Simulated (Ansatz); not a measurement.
We consider 1T (CdI2-type) ZrSe2, described by PBE0-D4 (Ansatz, a program for electronic structure, PAW).

Q: Estimate the interlayer binding energy, layer repeat distance and gap between the layers that the calculation returns.

A: 
interlayer binding energy: 20.7 meV/Å²
layer repeat distance: 6.123 Å
gap between the layers: 2.982 Å

Note: exact exchange on metals is sensitive to the k mesh and can open a false gap.

The computed numbers hold no vibrational or temperature effects.
